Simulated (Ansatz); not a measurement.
Input for Ansatz (development build ahead of 0.2.0):

```yaml
crystal:
  periodic: [false, false, false]
  atoms:
    - { symbol: C, position_ang: [0.94834, -0.30176, -0.69084] }
    - { symbol: C, position_ang: [-0.07307, 0.50459, -1.11126] }
    - { symbol: C, position_ang: [-0.99794, 0.64238, -0.02531] }
    - { symbol: C, position_ang: [-0.51495, -0.11482, 1.09231] }
    - { symbol: C, position_ang: [0.66515, -0.69763, 0.72379] }
    - { symbol: H, position_ang: [1.81359, -0.60826, -1.26088] }
    - { symbol: H, position_ang: [-0.17238, 0.96054, -2.08485] }
    - { symbol: H, position_ang: [-1.90882, 1.22484, -0.04334] }
    - { symbol: H, position_ang: [-1.00422, -0.20401, 2.05064] }
    - { symbol: H, position_ang: [1.29668, -1.33046, 1.33003] }
basis:
  gaussian: { orbitals: def2-SVP }
magnetization:
  spin_polarized: true
  initial_magnetization: 1
hamiltonian:
  xc: hf
output:
  forces: true
```

The input is written out in the form of the current development build from the run's settings.

The run gave:

- Converged: yes
- Total energy: -192.05428 hartree
- Spin squared of the determinant: 1.007
- Stability test: minimum

Forces (eV/Å):
| atom | Fx | Fy | Fz |
| --- | --- | --- | --- |
| C1 | -0.002 | 0.011 | 0.003 |
| C2 | 0.011 | 0.001 | -0.002 |
| C3 | -0.003 | -0.012 | 0.010 |
| C4 | -0.008 | 0.008 | 0.000 |
| C5 | 0.003 | 0.000 | -0.010 |
| H6 | -0.009 | 0.000 | 0.006 |
| H7 | -0.001 | 0.002 | 0.004 |
| H8 | 0.003 | -0.012 | -0.008 |
| H9 | 0.008 | 0.011 | 0.001 |
| H10 | -0.003 | -0.011 | -0.003 |

Caution: the unrestricted determinant is spin contaminated.
